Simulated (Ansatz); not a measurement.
in.yaml

```yaml
crystal:
  periodic: [false, false, false]
  atoms:
    - {symbol: P, position_ang: [0.000000, 0.000000, 0.000000]}
    - {symbol: H, position_ang: [0.000000, 0.000000, 1.305000]}
basis:
  gaussian: {orbitals: pcseg-2}
total_charge: -1
magnetization: {spin_polarized: true, initial_magnetization: 1}
hamiltonian: {xc: hf}
output: {orbitals: {seedname: orbitals}}
```

```sh
$ ansatz run in.yaml --threads 1 --pin off --events-out ev --progress --plain --max-ram 2393MiB
```

Output:

```
390 factors; their error is unknown
mean field evaluation 1: about -9285.5766 eV, gradient 8.0e0 eV
mean field evaluation 2: about -9286.1494 eV, gradient 3.0e0 eV
mean field evaluation 4: about -9286.2263 eV, gradient 2.8e-1 eV
mean field evaluation 8: about -9286.2281 eV, gradient 4.3e-2 eV
mean field evaluation 16: about -9286.3733 eV, gradient 1.4e0 eV
mean field -9286.42463914 eV, -341.2698109238 hartree, gradient 1.5e-5 eV, S^2 0.760923; 0 other end points of the search recorded, 0 dependent functions left out
reference -9286.42463914 eV, -341.2698109238 hartree; 9, 8 occupied and 39, 40 virtual orbitals, 390 factors
Total energy: -9286.42463914 eV, -341.2698109238 hartree
```

Ran on 1 thread of Arm Neoverse V2, shared host: 0.15 s wall, 0.07 GiB peak host memory.
